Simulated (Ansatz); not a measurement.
System: graphite. Method: r²SCAN-D4 in Ansatz (PAW).

Numerical settings: plane-wave cutoff 600 eV, 18×18×6 k mesh (along the axes of the cell as run), Fermi–Dirac smearing 0.1 eV, finite displacements, scalar-relativistic PAW data made under PBE.

Computed at the level's own relaxed cell.

Harmonic phonon frequencies (cm⁻¹; i marks an imaginary mode):

| q point | frequencies |
|---|---|
| Γ | 0 0 0 40 40 127 886 890 1594 1594 1597 1597 |
| M | 488 499 640 640 645 647 1367 1369 1370 1374 1421 1421 |
| A | 28 28 28 28 90 90 888 888 1596 1596 1596 1596 |

No imaginary mode appears at these points.

Note: the dispersion coefficients are held fixed in the derivatives.

Ansatz is a program for electronic structure.
